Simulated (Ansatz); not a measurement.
Two isomers of C4H5F: A = `C#CCCF`, B = `C=C/C=C\F`.

Gas-phase electronic energies from Ansatz, PBE0-D4/def2-TZVP geometries. CCSD(T)/CBS is the MP2 limit (def2-TZVPP, def2-QZVPP) plus CCSD(T) − MP2 in def2-TZVPP, frozen cores. DFT in def2-TZVPP. B3LYP here is the variant with VWN-RPA as its local correlation; programs differ in this. Each species was taken in one conformer, which may not be the lowest.

(1) Which isomer does CCSD(T)/CBS put lower? Give the gap. (Estimate.)

(2) Give E(B) − E(A) in kJ/mol with ωB97M-V, CCSD/def2-TZVPP, B3LYP-D4, r2SCAN-D4, HF/def2-TZVPP, CCSD(T)/def2-TZVPP, PBE-D4. (An estimate is asked.)

Largest T1 diagnostic: 0.012.

## Answers

(1) Ansatz gave: B, by 64.2 kJ/mol.

(2) The calculation gave: ωB97M-V -66.8, CCSD/def2-TZVPP -61.7, B3LYP-D4 -79.1, r2SCAN-D4 -83.1, HF/def2-TZVPP -60.8, CCSD(T)/def2-TZVPP -65.4, PBE-D4 -85.8. None reverses the order clearly.

From PBE to PBE0 (25 % exact exchange), in def2-TZVPP and without D4, E(B) − E(A) moves by +6.7 kJ/mol.
